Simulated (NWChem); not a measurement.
Correlation energy of hydroxide (HO (-1))

```
O
H 1 0.9806
```
Charge -1, spin multiplicity 1.

Everything below was run with NWChem. The geometry was optimised at PBE0/def2-SVP, a minimum by its harmonic frequencies.

Basis set: def2-TZVPD. Each correlation energy counts from its own Hartree-Fock reference.

```
method        correlation energy (mHa)  difference from CCSD(T)
------------  ------------------------  -----------------------
CR-CCSD[T]                      -288.3                     +0.8
CCSD                            -277.5                    +11.6
SCS-MP2                         -274.6                    +14.5
MP2                             -281.5                     +7.6
CR-CCSD(T)                      -287.2                     +1.9
CCSD(T)                         -289.1                      0.0
CCSD+T(CCSD)                    -290.5                     -1.4
```

The values span 16.0 mHa, from CCSD+T(CCSD) (lowest) to SCS-MP2 (highest). 

The correlated methods keep 1 core orbital frozen. The anion's geometry comes from a basis without diffuse functions. No row is a measurement; the coupled-cluster row has its own basis-set and correlation limits.
